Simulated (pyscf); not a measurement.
**Routes from H₃C–InH₂ + H₂O**

Candidate steps break at most two bonds and form at most two. Each was searched with GFN2-xTB (tblite) first. Optimised with ωB97X-D3(BJ)/def2-SVP in PySCF. Energies: ωB97M-D3(BJ)/def2-TZVP, eV, from the separated reactants, singlet surface; ΔG‡ with ideal gas, 1 atm, RRHO with modes under 100 cm⁻¹ raised to 100, one conformer, R ln 2 for chiral ones without a mode under 150 cm⁻¹.

| products | type | ΔE‡ | ΔE | ΔG‡ 298 K | ΔG‡ 900 K | ν‡ (cm⁻¹) |
|---|---|---|---|---|---|---|
| H₃C–InH–OH + H₂ | four-centre exchange | 0.51 | -0.24 | 0.93 | 1.90 | 1200i |
| CH₄ + HO–InH₂ | four-centre exchange | 0.52 | -0.73 | 0.94 | 1.93 | 1452i |

Row 1: On the reactant side the descent ends in an adduct with a In–O contact, 0.59 eV under the separated species and 1.01 eV under the saddle at ωB97X-D3(BJ)/def2-TZVP. Row 2: On the reactant side the descent ends in an adduct with a In–O contact, 0.58 eV under the separated species and 1.05 eV under the saddle at ωB97X-D3(BJ)/def2-TZVP. 

Plain bond fissions and candidates not yet searched are not listed, and one of them may be faster. Each barrier is that of the saddle found; lower ones may exist. Elements past Kr carry the def2 core potentials, without spin-orbit coupling.
